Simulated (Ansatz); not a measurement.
Basis-set series for `C#C/N=C\C`. Charge 0, multiplicity 1. All single points use the PBE0-D4/def2-TZVP geometry.

```tsv
functional	basis	functions	energy (Eh)	HOMO (eV)	LUMO (eV)
PBE0-D4	def2-SVP	95	-209.68529	-6.81	-1.18
PBE0-D4	def2-QZVPP	435	-209.92898	-6.95	-1.33
ωB97M-V	def2-SVP	95	-209.83667	-9.02	1.04
ωB97M-V	def2-QZVPP	435	-210.09056	-9.17	0.79
```

Task: Give the rows for def2-TZVPP. (An estimate is asked.)

Result: The calculation gave: 
```csv
functional,basis,functions,energy (Eh),HOMO (eV),LUMO (eV)
PBE0-D4,def2-TZVPP,225,-209.91754,-6.92,-1.29
ωB97M-V,def2-TZVPP,225,-210.07994,-9.15,0.85
```

Positive LUMOs are unbound and depend on the basis.

Computed with Ansatz.
